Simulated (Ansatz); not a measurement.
Process, species as SMILES: C=CF + 3 [H][H] (H2) → 2 C (CH4) + F (HF)
B3LYP-D3(BJ)/def2-TZVP geometries, fixed; electronic energies without zero-point terms.
Largest species:
```
C
C 1 1.3174
F 1 1.3475 2 122.16
H 2 1.0798 1 119.40 3 180.00
H 2 1.0810 4 119.01 1 180.00
H 1 1.0823 2 126.09 4 0.00
```
Charge 0, spin multiplicity 1.

Basis-set convergence of the energy of full hydrogenation at PBE0 with Ansatz (an electronic-structure program). Cartesian d functions, on some or all atoms, in 6-31+G*; all else is spherical. The program fits the integrals of some runs and decomposes those of others, by size. No added dispersion term, no relativity. Functions are those of the species that has most. Reference: the value in aug-pcseg-3, -83.66 kcal/mol, itself unsure by roughly 0.02 kcal/mol (its mean distance from aug-cc-pVQZ, def2-QZVPPD, pcseg-3). Deviations are taken from unrounded values.

```json
[
 {"basis": "6-31G", "functions": "33", "energy of full hydrogenation (kcal/mol)": "-80.46", "minus reference (kcal/mol)": "3.21"},
 {"basis": "6-31+G*", "functions": "63", "energy of full hydrogenation (kcal/mol)": "-82.90", "minus reference (kcal/mol)": "0.76"},
 {"basis": "6-311G**", "functions": "72", "energy of full hydrogenation (kcal/mol)": "-81.79", "minus reference (kcal/mol)": "1.88"},
 {"basis": "6-311+G**", "functions": "84", "energy of full hydrogenation (kcal/mol)": "-85.16", "minus reference (kcal/mol)": "-1.50"},
 {"basis": "aug-pcseg-1", "functions": "96", "energy of full hydrogenation (kcal/mol)": "-84.30", "minus reference (kcal/mol)": "-0.64"},
 {"basis": "def2-TZVP", "functions": "111", "energy of full hydrogenation (kcal/mol)": "-81.41", "minus reference (kcal/mol)": "2.26"},
 {"basis": "cc-pVTZ", "functions": "132", "energy of full hydrogenation (kcal/mol)": "-82.09", "minus reference (kcal/mol)": "1.57"},
 {"basis": "pcseg-2", "functions": "132", "energy of full hydrogenation (kcal/mol)": "-83.74", "minus reference (kcal/mol)": "-0.08"},
 {"basis": "def2-TZVPPD", "functions": "165", "energy of full hydrogenation (kcal/mol)": "-83.93", "minus reference (kcal/mol)": "-0.26"},
 {"basis": "aug-pcseg-2", "functions": "207", "energy of full hydrogenation (kcal/mol)": "-83.84", "minus reference (kcal/mol)": "-0.18"},
 {"basis": "cc-pVQZ", "functions": "255", "energy of full hydrogenation (kcal/mol)": "-83.00", "minus reference (kcal/mol)": "0.66"},
 {"basis": "def2-QZVPP", "functions": "261", "energy of full hydrogenation (kcal/mol)": "-83.48", "minus reference (kcal/mol)": "0.19"},
 {"basis": "aug-pcseg-3", "functions": "402", "energy of full hydrogenation (kcal/mol)": "-83.66", "minus reference (kcal/mol)": "0.00"}
]
```
